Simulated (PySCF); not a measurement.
MgF at PBEsol

Level: PBEsol. PySCF, spin-free X2C with a Gaussian nucleus, basis sets Mg x2c-TZVPPall, F x2c-TZVPPall.

| Item | Value |
| --- | --- |
| state | ²Σ⁺ (doublet), unpaired electrons σ ↑ |
| bond length | 1.774 Å |
| harmonic wavenumber | 680 cm⁻¹ |
| force constant | 2.89 mdyn/Å |
| rotational constant Be | 0.5055 cm⁻¹ |
| anharmonicity ωexe | 4.05 cm⁻¹ |
| vibration–rotation constant αe | 0.00469 cm⁻¹ |
| well depth De to Mg + F | 112.6 kcal/mol |
| dissociation energy D0 | 111.6 kcal/mol |
| bond order (Mayer) | 0.83 |
| dipole moment (positive dipole means Mg(−)F(+)) | -3.19 D |

The state was picked by a PBE0 search and need not be the measured ground state.
